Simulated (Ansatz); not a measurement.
Two structures of SiH6SO, singlet, reached by relaxing down either side of one saddle point (PBE0-D4/def2-TZVP). Energies are electronic, without zero-point energy. Computed with Ansatz 0.2.0 (basis: def2-TZVPP and def2-QZVPP); correlated methods freeze the cores. Extrapolation: Hartree–Fock as exp(−7.88 √X), correlation as X^−2.97. First:

```
9
angstrom
Si 0.8367 1.0690 0.1605
S 1.5389 -0.6551 1.1900
H 0.7389 0.8511 -1.3071
H -0.4915 1.5204 0.6532
H 1.8366 2.1338 0.4244
H -1.3797 -1.2893 -1.3673
O -1.4041 -1.3777 -0.4115
H 0.4857 -1.3899 0.7812
H -2.1614 -0.8624 -0.1236
```

Second:

Si1  (-0.166, 1.382, -0.649)
S2  (1.153, -2.349, 1.516)
H3  (-1.364, 2.241, -0.852)
H4  (0.410, 1.613, 0.694)
H5  (0.831, 1.712, -1.703)
H6  (0.423, -1.608, 0.662)
O7  (-0.571, -0.222, -0.686)
H8  (0.257, -2.204, 2.503)
H9  (-0.973, -0.566, -1.485)
(Å)

Task: Which bonds change from the first to the second?

Result: SiH₄S ([SiH3][SH]) + H₂O → SiH₄O ([OH][SiH3]) + H₂S; bonds formed: Si1–O7, S2–H6; bonds broken: Si1–S2, H6–O7.

Task: Give the saddle point's structure and its height above each. (An estimate is asked for; the value comes from the calculation.)

Result: The calculation gives: 27.98 kcal/mol above the first and 33.54 kcal/mol above the second (CCSD(T) at an estimated basis limit (MP2 extrapolated from triple and quadruple zeta, plus CCSD(T) − MP2 in triple zeta)).
```xyz
9
angstrom
Si 0.1511 0.8499 -0.1190
S 1.2388 -1.1720 0.9027
H -0.7824 1.6979 -0.9529
H 0.0071 1.4567 1.2221
H 1.4279 1.0138 -0.8530
H -0.2635 -1.3372 -0.2148
O -0.9270 -0.5902 -0.5473
H 0.4613 -1.2712 1.9940
H -1.3132 -0.6477 -1.4318
```

T1 diagnostic: at most 0.012.

Labels in which every atom is bracketed show which atoms are joined, not bond orders.

For scale, one of the runs: CCSD(T)/def2-TZVPP, 199 basis functions, launched by `ansatz run in.yaml --threads 2 --pin off --events-out ev --progress --plain --max-ram 4352MiB`. Hardware: 2 CPU threads of an Arm Neoverse V2, shared host. Wall time 51 s; peak host memory 2.3 GiB.
